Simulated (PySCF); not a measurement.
Species: C6H12.
Cartesian coordinates in Å at the PBE0-D3(BJ)/def2-SVP level; atoms count from 1:
```xyz
18
C6H12 angstrom
C     -2.0262   -0.9723   -0.9577
C     -1.3974    0.2890   -0.4642
C     -0.1083    0.4939   -0.1477
C      0.3615    1.8258    0.3602
C      0.9529   -0.5745   -0.2337
C      1.2015   -1.2764    1.1001
H     -2.8002   -1.3264   -0.2554
H     -2.5350   -0.8114   -1.9233
H     -1.3032   -1.7891   -1.0901
H     -2.0822    1.1386   -0.3445
H      0.8475    1.7303    1.3464
H      1.1162    2.2614   -0.3174
H     -0.4657    2.5431    0.4592
H      1.8933   -0.1130   -0.5820
H      0.6842   -1.3239   -0.9939
H      1.4803   -0.5603    1.8889
H      2.0153   -2.0136    1.0195
H      0.2964   -1.8031    1.4392
```

Theory: delta-SCF UKS SCAN, pcX-2 on the ionised atom, pcseg-1 elsewhere, spin-free X2C (PySCF 2.14.0). Binding energies are ΔSCF values: E(core-ionised, relaxed orbitals) − E(ground state) at a fixed geometry, referred to the vacuum level.

Some binding energies are withheld.

```json
{"atom(s)": "C1", "bonded to": "C and 3 H", "level": "C 1s", "binding energy (eV)": "?"}
{"atom(s)": "C2", "bonded to": "C (double bond), C and H", "level": "C 1s", "binding energy (eV)": "289.68"}
{"atom(s)": "C3", "bonded to": "C (double bond) and 2 C", "level": "C 1s", "binding energy (eV)": "?"}
{"atom(s)": "C4", "bonded to": "C and 3 H", "level": "C 1s", "binding energy (eV)": "290.46"}
{"atom(s)": "C5", "bonded to": "2 C and 2 H", "level": "C 1s", "binding energy (eV)": "290.44"}
{"atom(s)": "C6", "bonded to": "C and 3 H", "level": "C 1s", "binding energy (eV)": "?"}
```

Question: Fill in C 1s for C1.

Answer: 290.51 eV (allylic carbon). The nearest listed C 1s value is that of C4; the shift against it is +0.05 eV.

Question: Fill in C 1s for C3.

Answer: 289.96 eV (fully substituted alkene carbon). The nearest listed C 1s value is that of C2; the shift against it is +0.28 eV.

Question: Fill in C 1s for C6.

Answer: 290.43 eV (methyl carbon). The nearest listed C 1s value is that of C5; the shift against it is -0.01 eV.

The listed C 1s values span 0.83 eV, from C2 (bonded to C (double bond), C and H) to C1 (bonded to C and 3 H). The values 290.43, 290.44, 290.46 and 290.51 eV lie too close for their order to be trusted.

Question: What is the longest wavelength that can ionise C 1s of C2 vertically?

Answer: λ = hc/E = 12398.42 eV Å / 289.68 eV = 42.800 Å.

Isolated species at its PBE0-D3(BJ)/def2-SVP geometry (one conformer only).
